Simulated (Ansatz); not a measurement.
**BNH+ (triplet): from Hartree-Fock to the top rungs, 6-31G**

How much of the correlation energy of BNH+ (triplet) does each wave-function method recover here?

Method: 6-31G, core rule «outside noble gas», up to 2 orbitals frozen; program: Ansatz 0.2.0, Gaussian basis.

Plan: UHF; CCSD(T) on ROHF; CCSD(T) on UHF; BCCD(T) on ROHF; CISD; CCSDT(Q) on ROHF; CCSDT(Q) on UHF; CISDTQ; CCSDTQ on ROHF; CCSDTQ on UHF; CASSCF and MRCISD+Q, 8 electrons in 9 orbitals; CASSCF and MRCISD+Q(relaxed), 8 electrons in 9 orbitals; CASSCF and NEVPT2, 8 electrons in 9 orbitals; Full CI.

17 further runs of the same task are left out: 11 that didn't finish, 6 set aside as unsound or not needed.

## 1. What is computed

The geometry is a PBE0/def2-TZVP stationary point (not a proven minimum) of the parent state, kept for this charge and spin.

3 atoms, charge 1, spin multiplicity 3.

Atoms are counted from 1 here; the program's logs count them from 0.

Bond lengths: B1–N2 1.306 Å, B1–H3 1.174 Å. Angles: N2–B1–H3 180.0°.

## 2. UHF

Input file in.yaml:

```yaml
crystal:
  periodic: [false, false, false]
  atoms:
    - {symbol: B, position_ang: [0.000000, 0.000000, 0.043923]}
    - {symbol: N, position_ang: [0.000000, 0.000000, -1.261739]}
    - {symbol: H, position_ang: [0.000000, 0.000000, 1.217815]}
basis:
  gaussian: {orbitals: 6-31G}
total_charge: 1
magnetization: {spin_polarized: true, initial_magnetization: 2}
hamiltonian: {xc: hf}
output: {orbitals: {seedname: orbitals}}
```

The run is started by

```bash
> ansatz run in.yaml --threads 1 --pin off --events-out ev --progress --plain --max-ram 2393MiB
```

Further steps of the session: CCSD(T) on ROHF; CCSD(T) on UHF; BCCD(T) on ROHF; CISD; CCSDT(Q) on ROHF; CCSDT(Q) on UHF; CISDTQ; CCSDTQ on ROHF; CCSDTQ on UHF; CASSCF and MRCISD+Q, 8 electrons in 9 orbitals; CASSCF and MRCISD+Q(relaxed), 8 electrons in 9 orbitals; CASSCF and NEVPT2, 8 electrons in 9 orbitals; Full CI.

Q: Predict the results of all the runs planned. Wanted: FCI below the RHF energy; RMP2 from FCI; UMP2 from FCI; RCCSD from FCI; RCCSD(T) from FCI; UCCSD(T) from FCI; RCCSDT(Q) from FCI; UCCSDT(Q) from FCI; NEVPT2 valence from FCI.

As calculated:

| quantity | value |
| --- | --- |
| FCI below the RHF energy | -3.0095 eV |
| RMP2 from FCI | +14.72 kcal/mol |
| UMP2 from FCI | +14.38 kcal/mol |
| RCCSD from FCI | +1.83 kcal/mol |
| RCCSD(T) from FCI | +0.47 kcal/mol |
| UCCSD(T) from FCI | +0.45 kcal/mol |
| RCCSDT(Q) from FCI | +0.01 kcal/mol |
| UCCSDT(Q) from FCI | -0.02 kcal/mol |
| NEVPT2 valence from FCI | +6.07 kcal/mol |
| MRCISD+Q valence from FCI | +0.23 kcal/mol |
| MRCISD+Q(relaxed) valence from FCI | -0.08 kcal/mol |
| levels within 1 kcal/mol (43 meV) | RCCSD(T), UCCSD(T), BCCD(T), RCCSDT, UCCSDT, CISDTQ, RCCSDT(Q), UCCSDT(Q), RCCSDTQ, UCCSDTQ, MRCISD valence, MRCISD+Q valence, MRCISD+Q(relaxed) valence |
| T1 diagnostic | 0.021 |
| effectively unpaired electrons | 2.02 |

In words: RCCSD(T) lands +0.47 kcal/mol from the yardstick (0.7 % of the correlation energy). MRCISD+Q(relaxed) valence falls below full CI: the +Q correction isn't variational, and the cores differ from full CI's. One determinant dominates. Of the multireference levels listed MRCISD+Q(relaxed) valence comes nearest in total energy (-0.08 kcal/mol), which doesn't show that its space is the better one. These misses are within one basis, not against nature; the frozen cores of restricted and unrestricted runs differ, which can shift their rows.
